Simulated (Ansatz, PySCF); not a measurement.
Scan of CH2, triplet: symmetric bend, bond length relaxed. Scanned: H-C-H angle. Other coordinates (C-H bond length) were minimised at PBE0/def2-TZVP.

- FCI/aug-cc-pVDZ = Ansatz (a quantum-chemistry and plane-wave program) with full CI/aug-cc-pVDZ, frozen core
- UKS-B3LYP/6-31G* = unrestricted B3LYP/6-31G*, spherical d (PySCF)
- CCSD(T)/aug-cc-pVDZ = CCSD(T) on UHF/aug-cc-pVDZ, frozen core run with Ansatz

Energies in mEh, each method relative to its own lowest point.

```tsv
a / °	FCI/aug-cc-pVDZ	UKS-B3LYP/6-31G*	CCSD(T)/aug-cc-pVDZ
173.05	9.5	8.8	9.5
163.72	7.4	6.8	7.4
155.08	4.6	4.3	4.6
146.04	1.8	1.7	1.8
140.52	0.6	0.6	0.6
130.99	0.0	0.0	0.0
125.06	0.9	0.9	0.9
117.68	3.6	3.6	3.6
108.85	9.5	9.7	9.5
98.73	20.5	21.0	20.5
91.27	31.7	32.8	31.7
83.91	45.5	47.4	45.6
77.57	59.9	62.7	60.0
68.29	85.4	89.9	85.6
```

The scan ran from 180.0 to 60.0; beyond the range shown the relaxed coordinates jump or full CI changes its symmetry label.
